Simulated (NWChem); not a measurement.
System: sulfur dioxide (SO$_{2}$); SMILES O=S=O

Input file for NWChem:

```
start job
memory heap 200 mb stack 900 mb global 1100 mb
geometry units angstroms noautoz
  O      1.250381     0.000000     0.373591
  S      0.000000     0.000000    -0.369092
  O     -1.250381     0.000000     0.373591
end
basis spherical
  * library def2-qzvp
end
dft
  xc xpbe96 cpbe96
  iterations 150
  semidirect filesize 400000000
  mulliken
end
task dft energy
```

Geometry: optimised at PBE0/def2-SVP.

Task: What results follow from this input? (PBE/def2-QZVP.) Quantities: basis functions; energy (Ha); highest occupied level (eV); orbital gap (eV); dipole (D).

Result: 
```
Item                          Result
---------------------------  -------
number of basis functions        184
energy (Ha)                  -548.43
highest occupied level (eV)    -8.06
orbital gap (eV)                3.51
dipole (D)                      1.60
```
